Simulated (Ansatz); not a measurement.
**Ansatz input wanted**

[SiNH4]−: 6 atoms, total charge -1, spin state singlet. As SMILES of the parent species, `N[SiH2]`. The shape is that of a PBE0-D4/def2-TZVP optimisation. This is one conformer, not always the lowest. That shape belongs to the parent species and isn't relaxed for this state.

```xyz
6

N    -0.0623   -0.8635    0.0209
Si    0.3074    0.8153    0.1616
H     0.5650   -1.4759   -0.4764
H    -0.5036   -1.3465    0.7876
H     0.6574    1.3078   -1.2041
H    -0.9216    1.4989    0.6643
```

Settings wanted:

| Setting | Value |
| --- | --- |
| basis set | STO-3G |
| integral approximation | none |
| task | energy |
| method | DFT |
| functional | BHLYP |
| reference | RKS |
| relativity | none |
| accuracy | high |

Question: Write the Ansatz 0.2.0 input and the command.

Answer: One that was run (others would do as well):

job.yaml:
```yaml
crystal:
  periodic: [false, false, false]
  atoms:
    - symbol: "N"
      position_ang: [-0.062300, -0.863500, 0.020900]
    - symbol: Si
      position_ang: [0.307400, 0.815300, 0.161600]
    - symbol: H
      position_ang: [0.565000, -1.475900, -0.476400]
    - symbol: H
      position_ang: [-0.503600, -1.346500, 0.787600]
    - symbol: H
      position_ang: [0.657400, 1.307800, -1.204100]
    - symbol: H
      position_ang: [-0.921600, 1.498900, 0.664300]
basis:
  gaussian: {orbitals: STO-3G}
total_charge: -1
accuracy: high
hamiltonian: {xc: {name: BHLYP}}
```

```bash
$ ansatz run job.yaml --threads 1 --pin off --max-ram 2610MiB --events-out events.jsonl --progress --plain --runs-dir runs
```

Calculated total energy: -342.27102 Eh. Without diffuse functions such a state is poorly described.
